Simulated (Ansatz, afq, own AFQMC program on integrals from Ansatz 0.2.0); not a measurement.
## WCl⁺, quintet in def2-TZVP, levels against CCSDT(Q)

```
atom   x (Å)   y (Å)   z (Å)
   W  0.0000  0.0000  0.0000
  Cl  0.0000  0.0000  2.2330
```

Basis def2-TZVP with its core potentials. Noble-gas cores (and the filled d shells of Ga–Kr and In–Xe) are frozen. Ansatz 0.2.0 and our own AFQMC program on the same integrals; the CISD trial comes from CCSD amplitudes, and released means the phaseless constraint is let go. Error bars are statistical, one sigma. No spin–orbit coupling. The metal's outer-core s and p shells are frozen, which shifts wave-function levels against functionals.

Determinant: UHF, the one that the program's search chose, which needn't be the lowest solution. The geometry is a PBE0/def2-TZVP stationary point of this or a neighbouring charge and spin state.

No full CI on the walks' own integrals is used here; CCSDT(Q) serves as the reference and is uncertain by about the last step of the cluster series.

Cautions: no spin-orbit coupling; outer-core shells of the metal frozen; lower spins were not checked; higher spins were not checked; the released energies are still falling, so no released level is given (meV from the phaseless value at times in 1/Eh: -3 ± 5 at 0.24, -18 ± 5 at 0.50, -20 ± 5 at 1.00, -30 ± 4 at 1.50).

```
T1 diagnostic                               : 0.0278
weight of the determinant in the CISD state : 0.870
⟨S²⟩ of the determinant                     : 6.040
size of the correlated space                : 12 electrons in 68 orbitals
```

Reference: CCSDT(Q), correlation energy -7.947 eV.

```tsv
level	E − E(reference) (mEh)	share of correlation (%)
HF	292.04	0.00
MP2	38.45	86.83
CCSD	16.13	94.48
CCSD(T)	2.21	99.24
CCSDT	1.02	99.65
ph-AFQMC/CISD	1.42 ± 0.20	99.51
```

A walk keeps the symmetry of its determinant, which the program's search chose and which needn't be the lowest solution, so a lower state of the same spin and another symmetry isn't excluded.
